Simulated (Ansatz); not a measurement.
Geometry optimisation, UKS revPBE-D4/6-31G* (Ansatz 0.2.0).

The input (input.yaml):

```yaml
crystal:
  periodic: [false, false, false]
  atoms:
    - { symbol: C, position_ang: [-1.697, 0.1288, -0.4629] }
    - { symbol: C, position_ang: [-0.4999, 0.1507, 0.3802] }
    - { symbol: C, position_ang: [0.6496, -0.7155, -0.1538] }
    - { symbol: C, position_ang: [1.8169, 0.2921, 0.3818] }
    - { symbol: S, position_ang: [0.5521, 1.6352, 0.1433] }
    - { symbol: H, position_ang: [-2.4482, 0.9533, -0.1259] }
    - { symbol: H, position_ang: [-1.4971, 0.3742, -1.5253] }
    - { symbol: H, position_ang: [-2.2186, -0.776, -0.4277] }
    - { symbol: H, position_ang: [-0.7269, -0.0169, 1.4786] }
    - { symbol: H, position_ang: [0.7084, -0.8432, -1.2078] }
    - { symbol: H, position_ang: [0.7314, -1.7167, 0.3241] }
    - { symbol: H, position_ang: [2.0486, 0.1296, 1.4472] }
    - { symbol: H, position_ang: [2.6012, 0.3696, -0.2372] }
magnetization:
  spin_polarized: true
basis:
  gaussian: { orbitals: "6-31G*" }
hamiltonian:
  xc: revpbe
  dispersion: d4
relax:
  f_tol: 0.02
  max_steps: 50
output:
  orbitals: {}
```

Launched with:

```bash
$ ansatz run input.yaml --threads 2 --pin off --max-ram 3072MiB --backend cpu --events-out ev --progress --plain --runs-dir out
```

**Question.** Where does it end, and by what steps?

**Answer.** It converged. After 6 steps the energy has fallen by 0.675 eV; S5 moved furthest, 0.20 Å.

```csv
step,energy less start (eV),largest force component (eV/Å),accepted
0,0.0000,4.785,yes
1,-0.5945,1.676,yes
2,-0.6701,0.303,yes
3,-0.6688,0.251,no
4,-0.6751,0.025,yes
5,-0.6750,0.050,no
6,-0.6754,0.013,yes
```

```xyz
13
Properties=species:S:1:pos:R:3
C -1.748 0.171 -0.507
C -0.514 0.155 0.380
C 0.686 -0.725 -0.055
C 1.791 0.276 0.350
S 0.573 1.687 0.330
H -2.470 0.938 -0.177
H -1.474 0.383 -1.555
H -2.256 -0.811 -0.468
H -0.790 -0.039 1.432
H 0.671 -0.855 -1.151
H 0.740 -1.723 0.417
H 2.181 0.110 1.369
H 2.631 0.397 -0.351
```

Time of the run: 9.1 s on 2 threads of AMD EPYC 9R45 96-Core Processor (Zen 5), on a shared host, peak memory 0.19 GiB.
